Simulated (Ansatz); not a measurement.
Two isomers of C4H4F2: A = `F[C@@H]1C=C[C@H]1F`, B = `C=C(F)C(=C)F`.

Isolated molecules relaxed with PBE0-D4/def2-TZVP in Ansatz; ΔE leaves out vibrations. CCSD(T)/CBS adds triple-zeta CCSD(T) − MP2 to the extrapolated MP2 energy (def2 sets, frozen cores). Functionals use def2-TZVPP. One conformer a species, not always the lowest.

(1) Which is lower in electronic energy at CCSD(T)/CBS, and by how much? (Best estimate.)

(2) Give E(B) − E(A) in kcal/mol with PBE-D4, r2SCAN-D4, B2PLYP, HF/def2-TZVPP, CCSD/def2-TZVPP, BLYP-D4, LDA (SPW92). (Estimate.)

(3) Does the order hold for the free energy at 298.15 K (harmonic terms from PBE0-D4)? (Best estimate.)

Largest T1 diagnostic: 0.012.

## Answers

(1) Computed: B, by 9.4 kcal/mol.

(2) Computed: PBE-D4 -11.3, r2SCAN-D4 -13.4, B2PLYP -12.3, HF/def2-TZVPP -11.4, CCSD/def2-TZVPP -9.4, BLYP-D4 -16.7, LDA (SPW92) -10.0. None reverses the order clearly.

(3) Ansatz gave: Yes: G(B) − G(A) = -11.1 kcal/mol, for one conformer each.

From r2SCAN to r2SCAN0 (25 % exact exchange), in def2-TZVPP and without D4, E(B) − E(A) moves by +2.7 kcal/mol. In def2-TZVPP, CCSD(T) changes the Hartree–Fock value by +1.4 kcal/mol (the triples alone add −0.6 kcal/mol) and MP2 by +3.2 kcal/mol.
